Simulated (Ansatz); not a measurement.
A nudged elastic band was laid between two geometries of CH$_{4}$BF (7 atoms, charge 0, multiplicity 1).

All numbers below come from RKS r2SCAN-D4/6-31G* in Ansatz.

```yaml
movable_images: 4
climbing_image: no
spring: 5.0 eV/Å²
optimiser: quadratic models (default)
start_path: through a guess of the saddle point
force_threshold: 0.05 eV/Å
iteration_limit: 60
end_points: relaxed
```

Image 0:

```xyz
7
Properties=species:S:1:pos:R:3
B 0.456 0.012 0.040
C 0.796 -0.014 1.562
H -0.068 -0.207 2.206
H 1.570 -0.769 1.766
H 1.249 0.945 1.857
H 1.283 0.174 -0.821
F -0.800 -0.142 -0.379
```

Image 5:

```xyz
7
Properties=species:S:1:pos:R:3
B -0.565 0.187 -1.370
C 1.262 -0.138 1.589
H 0.377 -0.746 1.793
H 2.015 -0.319 2.361
H 0.985 0.920 1.590
H 1.673 -0.407 0.611
F -1.261 0.503 -0.345
```

(1) Which bonds break or form, and what moves?

(2) Give the energies along the band, and the barrier.

(3) What is the geometry of the highest image?

The band took 11 iterations and roughly 90 core-seconds.

Answers

(1) Bonds broken: B1–C2, B1–H6. Bonds formed: C2–H6. CH4BF becomes BF + CH4.

(2) It converged. The highest image is number 3 of 0 to 5, 3.50 eV above the first end and 1.01 eV above the last; the last end lies 2.49 eV above the first. Neighbouring images differ by up to 3.1 eV, so the band resolves the path poorly. No image climbed, so the highest image needn't sit at the top of the path. The orbitals stay closed-shell, which can raise the energy where a bond breaks towards radicals; this wasn't checked here.

```
image  path coordinate (Å)  energy (eV)  B1–C2 (Å)  B1–H6 (Å)  C2–H6 (Å)
    0                 0.00         0.00       1.56       1.20       2.44
    1                 0.76         0.03       1.55       1.20       2.39
    2                 1.52         3.12       1.72       1.14       1.73
    3                 2.28         3.50       2.29       1.46       1.20
    4                 3.05         2.56       3.01       2.27       1.10
    5                 3.81         2.49       3.49       3.05       1.09
```

(3) 
```xyz
7
Properties=species:S:1:pos:R:3:forces:R:3
B 0.161 -0.034 -0.672 -0.88 0.03 -2.05
C 1.033 -0.043 1.448 0.63 -0.11 0.16
H 0.115 -0.516 1.827 0.27 -0.09 -0.38
H 1.917 -0.526 1.848 0.30 0.00 0.59
H 0.998 1.030 1.666 0.17 -0.07 -0.08
H 1.249 -0.201 0.280 -0.34 0.15 1.63
F -0.987 0.290 -0.167 -0.16 0.09 0.11
```

Run time: 92 s on 1 thread of Arm Neoverse V2, with other jobs on the host, peak memory 0.1 GiB.
